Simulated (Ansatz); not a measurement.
What does this script print? It uses Ansatz's Python interface.

Script `scan_c2h4o.py`:
```python
"""Potential curve of C2H4O along one bond."""

import logging
import sys
import warnings

import ansatz as az
import numpy as np

logging.basicConfig(stream=sys.stdout, format="%(levelname)s %(message)s")
logger = logging.getLogger("run")
logger.setLevel(logging.INFO)

GEOMETRY = """
C     1.39400    0.44130    0.02590
O     0.38370   -0.26820   -0.63600
C    -0.77920   -0.15140    0.14280
H     2.33530    0.37530   -0.55750
H    -0.63640   -0.60300    1.15110
H    -1.59850   -0.70590   -0.35940
H    -1.09900    0.91190    0.23320
"""

warnings.simplefilter("ignore", az.DeckWarning)

c2h4o = az.Crystal.molecule()
for line in GEOMETRY.strip().splitlines():
    symbol, *xyz = line.split()
    c2h4o = c2h4o.atom(symbol, [float(v) for v in xyz])

symbols = [site.symbol for site in c2h4o.cartesian_sites]
start = np.array([site.position_ang for site in c2h4o.cartesian_sites])
axis = (start[3] - start[0]) / np.linalg.norm(start[3] - start[0])
moving = [3]
lengths, energies = [0.94, 1.02, 1.11, 1.22, 1.39, 1.66, 2.0, 2.44], []
for length in lengths:
    xyz = start.copy()
    xyz[moving] += (length - np.linalg.norm(start[3] - start[0])) * axis
    point = az.Crystal.molecule()
    for symbol, place in zip(symbols, xyz):
        point = point.atom(symbol, place.tolist())
    setup = (
        point.calculation()
        .basis(gaussian="6-31G*")
        .functional("pbe0")
        .spin("collinear", total=2)
    )
    rep = setup.run(threads=1, pin="off").report
    energies.append(rep["free_energy_ev"])
    logger.info(f"r = {length:6.3f} A  E = {energies[-1]:.5f} eV  <S^2> = {abs(rep['mean_field']['state']['spin_squared']):.3f}")

print("energy above the lowest point (eV):", [round(e - min(energies), 3) for e in energies])
```

`python scan_c2h4o.py` gives:
```text
INFO r =  0.940 A  E = -4176.12250 eV  <S^2> = 2.004
INFO r =  1.020 A  E = -4176.56047 eV  <S^2> = 2.004
INFO r =  1.110 A  E = -4176.65360 eV  <S^2> = 2.004
INFO r =  1.220 A  E = -4176.43184 eV  <S^2> = 2.004
INFO r =  1.390 A  E = -4175.75727 eV  <S^2> = 2.003
INFO r =  1.660 A  E = -4174.57358 eV  <S^2> = 2.014
INFO r =  2.000 A  E = -4173.64703 eV  <S^2> = 2.051
INFO r =  2.440 A  E = -4173.71683 eV  <S^2> = 2.005
energy above the lowest point (eV): [0.531, 0.093, 0.0, 0.222, 0.896, 2.08, 3.007, 2.937]
```

What to keep in mind:
- Total energies depend on the basis set; only differences at equal settings carry meaning.
- The rest of the molecule is held rigid at a force-field or estimated start geometry, and the basis set is modest; single-reference methods fail as a bond breaks.
- The species is open-shell (spin multiplicity 3).
- It ran for 13 s on 1 thread of Arm Neoverse V2 (shared host), peak memory 0.19 GiB.
